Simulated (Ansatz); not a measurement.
# Cost against result

The pair of HCl (SMILES Cl, atoms 1–2) and CH5N (SMILES CN, atoms 3–9), both closed shells, in one local arrangement (a lower one may exist), relaxed at PBE0-D4/def2-TZVP:

| atom | x (Å) | y (Å) | z (Å) |
| --- | --- | --- | --- |
| Cl1 | 0.1211 | -0.2854 | -2.7393 |
| H2 | -0.1161 | 0.1902 | -1.4348 |
| C3 | 0.2527 | -0.4606 | 0.8221 |
| N4 | -0.3149 | 0.5950 | -0.0122 |
| H5 | 0.1598 | -0.2648 | 1.8940 |
| H6 | 1.3074 | -0.5776 | 0.5723 |
| H7 | -0.2468 | -1.4009 | 0.5880 |
| H8 | 0.1417 | 1.4851 | 0.1474 |
| H9 | -1.3050 | 0.7192 | 0.1627 |

Interaction energies are counterpoise-corrected; the time is that of the whole pair.

Program: Ansatz 0.2.0. Basis: as named in each row. Cores are frozen in the correlated methods. B3LYP uses VWN-RPA correlation. Extrapolation: Hartree–Fock as exp(−7.88 √X), correlation as X^−2.97.

Times are rough, for one single point on 4 threads of a shared host (Arm Neoverse V1).

The estimate by CCSD(T) at an estimated basis limit (MP2 extrapolated from triple and quadruple zeta, plus CCSD(T) − MP2 in triple zeta) is -14.69 kcal/mol.

```tsv
method	basis	time (s)	interaction energy (kcal/mol)	method less estimate
HF	STO-3G	under 1	-14.34	0.35
PBE-D4	STO-3G	under 1	-27.47	-12.78
SPW92	def2-SVP	under 1	-21.46	-6.77
B3LYP-D4	6-31G	under 1	-22.54	-7.85
PBE-D4	def2-SVP	under 1	-16.36	-1.67
PBE0-D4	def2-SVP	under 1	-16.52	-1.83
CCSD(T)	def2-SVP	1	-8.15	6.54
PBE-D4	def2-TZVPPD	2	-18.06	-3.37
revPBE-D4	def2-TZVPPD	2	-17.03	-2.33
BLYP-D4	def2-TZVPPD	2	-15.84	-1.15
wB97M-V	def2-SVP	2	-13.05	1.65
PBE0-D4	def2-TZVPPD	2	-17.82	-3.13
HSE06-D4	def2-TZVPPD	2	-17.87	-3.17
B3LYP-D4	def2-TZVPPD	2	-16.13	-1.44
r2SCAN-D4	def2-TZVPPD	3	-18.38	-3.69
B2PLYP	def2-TZVPPD	4	-14.64	0.05
wB97X-V	def2-TZVPPD	6	-15.48	-0.78
B97M-V	def2-TZVPPD	6	-15.77	-1.08
wB97M-V	def2-TZVPPD	6	-14.81	-0.12
MP2	def2-QZVPPD	14	-16.29	-1.60
CCSD(T)	def2-TZVPPD	61	-13.28	1.42
```

No T1 diagnostic of these runs exceeds 0.009.
